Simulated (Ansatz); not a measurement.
Take a crystal in which Ge has been replaced by Sn on all its sites, with the cell rescaled by a rough guess (in some cases also distorted within its space group) and nothing relaxed:

```cif
data_structure
_symmetry_space_group_name_H-M 'P 1'
_symmetry_Int_Tables_number 1
_cell_length_a 4.7186
_cell_length_b 4.7186
_cell_length_c 4.7186
_cell_angle_alpha 90.000
_cell_angle_beta 90.000
_cell_angle_gamma 90.000
_cell_volume 105.06
loop_
_atom_site_label
_atom_site_type_symbol
_atom_site_fract_x
_atom_site_fract_y
_atom_site_fract_z
_atom_site_occupancy
Ga1 Ga 0.00000 0.00000 0.00000 1
Sn1 Sn 0.00000 0.50000 0.50000 1
Sn2 Sn 0.50000 0.00000 0.50000 1
Sn3 Sn 0.50000 0.50000 0.00000 1
```

All numbers below come from Ansatz 0.2.0, DFT PBEsol, scalar-relativistic, plane waves, PAW.

Cutoff 420 eV; k points 10×10×10 on the computed 4-atom cell (Γ-centred); Gaussian smearing, width 0.10 eV; no spin polarisation.

Q: What pressure does the cell carry?

A: The pressure is -3.1 GPa (positive in compression), so the cell would contract.

Q: Is it a metal on this mesh?

A: Yes, a band crosses the Fermi level.

Q: What is its energy against the elements in their standard states?

A: +0.056 eV/atom at this unrelaxed geometry, with the elements in the same functional.